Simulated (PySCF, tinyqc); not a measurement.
MP2 on RHF in the sto-3g basis, for CH2, spin multiplicity 1, step by step. The lowest restricted solution is unstable here: a spin-polarised one lies 0.0297 hartree lower (PySCF). One step of it, computed by the program tinyqc.

Task: Iteration 8 (converged): orbitals. Diagonalise F' = X^T F X, C = X C', fill 4 alpha and 4 beta electrons from the bottom; D = 2 C_occ C_occ^T. Each column has its largest component positive (the first on a tie).

converged F (hartree), lower triangle:
```
,1C 1s,1C 2s,1C 2px,1C 2py,1C 2pz,2H 1s,3H 1s
1C 1s,-11.000318
1C 2s,-2.953906,-1.426008
1C 2px,0.000000,0.000000,0.234149
1C 2py,-0.000380,-0.005059,0.000000,-0.168002
1C 2pz,-0.024953,-0.057668,0.000000,-0.005083,-0.203189
2H 1s,-0.552897,-0.590237,0.000000,-0.344876,-0.252141,-0.389703
3H 1s,-0.516731,-0.565541,0.000000,0.337018,-0.246949,-0.144765,-0.368604
```

X, lower triangle:
```
,1C 1s,1C 2s,1C 2px,1C 2py,1C 2pz,2H 1s,3H 1s
1C 1s,1.026587
1C 2s,-0.147979,1.197895
1C 2px,0.000000,0.000000,1.000000
1C 2py,-0.000486,0.006518,0.000000,1.123729
1C 2pz,-0.009903,0.092056,0.000000,0.003067,1.048803
2H 1s,0.024023,-0.272052,0.000000,-0.233752,-0.144073,1.178795
3H 1s,0.023339,-0.256233,0.000000,0.223064,-0.137102,-0.020047,1.163594
```

Give: F' = X^T F X; orbital energies; coefficients C; D after iteration 8.

Result:

F' = X^T F X (hartree), lower triangle:
```
,1,2,3,4,5,6,7
1,-10.7707
2,-1.5538,-0.6544
3,0.0000,0.0000,0.2341
4,-0.0005,0.0044,0.0000,0.1135
5,-0.0494,0.1168,0.0000,0.0000,-0.0885
6,-0.0515,-0.3704,0.0000,-0.3905,-0.2553,-0.0078
7,-0.0419,-0.3531,0.0000,0.3797,-0.2482,-0.0315,-0.0129
```

orbital energies (hartree): MO1 -11.0060, MO2 -0.7798, MO3 -0.4791, MO4 -0.2898, MO5 0.2341, MO6 0.5184, MO7 0.6154

coefficients C:
```
,MO1,MO2,MO3,MO4,MO5,MO6,MO7
1C 1s,0.9934,-0.2225,0.0053,0.1267,0.0000,0.1554,-0.0210
1C 2s,0.0276,0.7277,-0.0239,-0.5723,0.0000,-0.8550,0.1250
1C 2px,0.0000,0.0000,0.0000,0.0000,1.0000,0.0000,0.0000
1C 2py,0.0002,0.0092,0.5224,-0.0029,0.0000,0.1214,1.0390
1C 2pz,0.0048,0.1329,0.0044,0.7746,0.0000,-0.7223,0.0931
2H 1s,-0.0060,0.2712,0.4612,0.2559,0.0000,0.6954,-0.8394
3H 1s,-0.0057,0.2529,-0.4699,0.2674,0.0000,0.8594,0.6279
```

D after iteration 8, lower triangle:
```
,1C 1s,1C 2s,1C 2px,1C 2py,1C 2pz,2H 1s,3H 1s
1C 1s,2.1048
1C 2s,-0.4142,1.7168
1C 2px,0.0000,0.0000,0.0000
1C 2py,0.0011,-0.0082,0.0000,0.5460
1C 2pz,0.1467,-0.6932,0.0000,0.0026,1.2354
2H 1s,-0.0628,0.0794,0.0000,0.4854,0.4726,0.7036
3H 1s,-0.0611,0.0841,0.0000,-0.4878,0.4774,-0.1593,0.7127
```
